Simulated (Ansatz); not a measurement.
**[H···H···SiH3], doublet: the ladder up to UCCSDT(Q)**

Geometry: a point of a hydrogen-transfer path between rigid fragments, not a stationary point.

```xyz
6

H    -2.7318    0.0000    0.0000
H    -1.7098    0.0000    0.0000
Si    0.1002    0.0000    0.0000
H     0.5501   -1.4163    0.0000
H     0.5501    0.7081   -1.2265
H     0.5501    0.7081    1.2265
```

Basis cc-pVTZ; Ansatz 0.2.0. Only valence electrons are correlated (noble-gas cores frozen), which leaves 9 electrons in 99 orbitals. R marks a restricted (for open shells ROHF) determinant, U an unrestricted one. Active spaces: pair = (3e, 3o) about the gap; valence = (9e, 9o) chosen from the atoms' valence shells.

Full CI isn't at hand for all of this; UCCSDT(Q) serves as the reference, and is uncertain by about the last step of the cluster series. The frozen core follows each run's orbitals, which can shift R against U totals by a few meV.

For open shells CISD is restricted-active-space CI with the open shells as a complete middle space.

```
UHF ⟨S²⟩                          : 0.791
T1 diagnostic (RCCSD)             : 0.0242
largest doubles amplitude (RCCSD) : 0.050
T1 diagnostic (UCCSD)             : 0.0192
```

```csv
level,E − E(UCCSDT(Q)) (mEh),share of correlation (%),wall time
RHF,204.92,0.00,–
UHF,195.49,4.60,–
RMP2,40.27,80.35,–
UMP2,41.64,79.68,–
CISD,18.83,90.81,14 s
RCCSD,6.05,97.05,–
UCCSD,5.87,97.14,–
RCCSD(T),1.09,99.47,3.6 s (H100)
UCCSD(T),1.14,99.44,3 s (H100)
BCCD(T),1.10,99.46,3.4 s (H100)
RCCSDT,0.17,99.92,–
UCCSDT,0.15,99.93,–
RCCSDT(Q),0.02,99.99,13 s (H100)
CASSCF (pair space),178.44,12.92,–
NEVPT2 (pair space),38.69,81.12,1.7 s (H100)
CASSCF (valence space),134.64,34.30,–
NEVPT2 (valence space),40.61,80.18,3.9 s (H100)
```

The correlation energy at UCCSDT(Q), counted from RHF, is -5.576 eV. That run took 13 s on 2 threads of AMD EPYC 7R13 with a shared H100 80 GB, shared host.

Times hold each run's SCF and search for its determinant on a shared host, so for small cases they say little of a method's own cost; rows without a card ran on 1 thread of AMD EPYC 7R13.

Natural occupations of CASSCF (valence space) about the gap: 1.985 1.977 1.977 1.960 1.001 0.041 0.025 0.017 0.017; effectively unpaired electrons, Σ n²(2−n)², 1.02.
